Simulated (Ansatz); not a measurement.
# N2H3 (SMILES [NH]N): UCCSD/STO-3G

What is the energy change on altering one bond length of N2H3 at UCCSD/STO-3G? 

The results are computed with Ansatz 0.2.0.

34 further runs of the same task are left out: 34 set aside as unsound or not needed.

## (1) The molecule

The species is N2H3 (5 atoms), meant as a doublet with charge 0. As SMILES, `[NH]N`. Geometry: relaxed at GFN2-xTB. This is one conformer, not always the lowest.

Bond lengths: N1–N2 1.335 Å, N1–H3 1.020 Å, N2–H4 1.011 Å, N2–H5 1.017 Å. Angles: N1–N2–H4 112.8°, N1–N2–H5 121.7°, N2–N1–H3 109.8°, H4–N2–H5 116.1°.

## (2) A single-point energy at UCCSD/STO-3G

File molecule.yaml:

```yaml
crystal:
  periodic: [false, false, false]
  atoms:
    - {symbol: N, position_ang: [-0.174970, -0.805480, 0.447260]}
    - {symbol: "N", position_ang: [-0.126270, 0.251970, -0.365880]}
    - {symbol: H, position_ang: [0.751750, -0.989150, 0.831090]}
    - {symbol: H, position_ang: [-1.043070, 0.577800, -0.638700]}
    - {symbol: H, position_ang: [0.592550, 0.964850, -0.273770]}
basis:
  gaussian:
    orbitals: STO-3G
magnetization:
  spin_polarized: true
  initial_magnetization: 1
correlation:
  method: ccsd
  frozen_orbitals: {H: 0, "N": 1}
accuracy: high
scf:
  omitted_lower_state_checks: [cluster_reference, increment]
```

Command:

```
$ ansatz run molecule.yaml --threads 1 --pin off --max-ram 2610MiB --events-out events.jsonl --progress --plain --runs-dir runs
```

What it wrote, cut to the lines that bear on the results:

```text
Warning: RAYON_NUM_THREADS=1 ignored (pool sized by the plan → 1); use --threads N
Functional definition: HF
  name "HF"
[...]
209 factors; integrals over basis functions are off by at most 1.2e-8 eV
[...]
mean field -2969.91284025 eV, -109.1422838001 hartree, gradient 2.0e-8 eV, S^2 0.755266; 0 other end points of the search recorded, 0 dependent functions left out
2 core orbitals not correlated: weight in the atoms' cores, before any rotation towards them, 1.000 or more for the frozen orbitals, at most 0.000 for the correlated occupied ones
reference -2969.91284025 eV, -109.1422838001 hartree; 7, 6 occupied and 4, 5 virtual orbitals, 209 factors
second order -2.07665713 eV of doubles, -0.00000000 eV of singles
cycle   1  -2.54716895 eV  change   -4.7e-1 eV  update   5.7e-2
[...]
cycle  21  -2.83389424 eV  change   6.0e-10 eV  update   1.6e-9
Total energy: -2972.74673450 eV, -109.2464274927 hartree
Checks for a lower state left out: cluster_reference, increment
```

It took 0.18 s on 1 thread of Arm Neoverse V1, shared host.

## (3) The distorted shape at the same level

File run.yaml:

```yaml
crystal:
  periodic: [false, false, false]
  atoms:
    - {symbol: "N", position_ang: [-0.406672, -0.759558, 0.351293]}
    - {symbol: N, position_ang: [-0.357972, 0.297892, -0.461847]}
    - {symbol: H, position_ang: [0.751750, -0.989150, 0.831090]}
    - {symbol: H, position_ang: [-1.274772, 0.623722, -0.734667]}
    - {symbol: H, position_ang: [0.360848, 1.010772, -0.369737]}
basis:
  gaussian:
    orbitals: STO-3G
magnetization:
  spin_polarized: true
  initial_magnetization: 1
correlation:
  method: ccsd
  frozen_orbitals: {H: 0, "N": 1}
accuracy: high
scf:
  omitted_lower_state_checks: [cluster_reference, increment]
```

Command:

```
$ ansatz run run.yaml --threads 1 --pin off --max-ram 2610MiB --events-out events.jsonl --progress --plain --runs-dir runs
```

What it wrote, cut to the lines that bear on the results:

```text
Warning: RAYON_NUM_THREADS=1 ignored (pool sized by the plan → 1); use --threads N
[... 2 set-up lines as earlier in the session ...]
[...]
209 factors; integrals over basis functions are off by at most 1.3e-8 eV
[...]
mean field -2969.09916125 eV, -109.1123816484 hartree, gradient 2.7e-8 eV, S^2 0.775058; 0 other end points of the search recorded, 0 dependent functions left out
2 core orbitals not correlated: weight in the atoms' cores, before any rotation towards them, 1.000 or more for the frozen orbitals, at most 0.000 for the correlated occupied ones
reference -2969.09916125 eV, -109.1123816484 hartree; 7, 6 occupied and 4, 5 virtual orbitals, 209 factors
second order -2.31012516 eV of doubles, -0.00000000 eV of singles
cycle   1  -2.86936238 eV  change   -5.6e-1 eV  update   6.7e-2
[...]
cycle  24  -3.26639776 eV  change    1.0e-9 eV  update   1.4e-9
Total energy: -2972.36555901 eV, -109.2324195519 hartree
Checks for a lower state left out: cluster_reference, increment
```

It took 0.16 s on 1 thread of Arm Neoverse V1, shared host.

## (4) What came out

At UCCSD/STO-3G, 2 core orbitals frozen:

| quantity | value |
| --- | --- |
| first shape: total energy | -109.24643 Eh |
| first shape: correlation energy (2 core orbitals frozen) | -104.1 mEh |
| first shape: ⟨S²⟩ of the reference determinant | 0.755 |
| first shape: T1 diagnostic | 0.018 |
| distorted shape: total energy | -109.23242 Eh |
| distorted shape: correlation energy (2 core orbitals frozen) | -120.0 mEh |
| distorted shape: ⟨S²⟩ of the reference determinant | 0.775 |
| distorted shape: T1 diagnostic | 0.022 |
| energy change with the N1–H3 bond stretched from 1.020 to 1.275 Å | 0.381 eV |

In words: With the N1–H3 bond stretched from 1.020 to 1.275 Å the energy rises by 0.38 eV (8.8 kcal/mol). The first shape isn't relaxed at this level, so the change isn't measured from a minimum. The minimal basis adds a large error of its own.
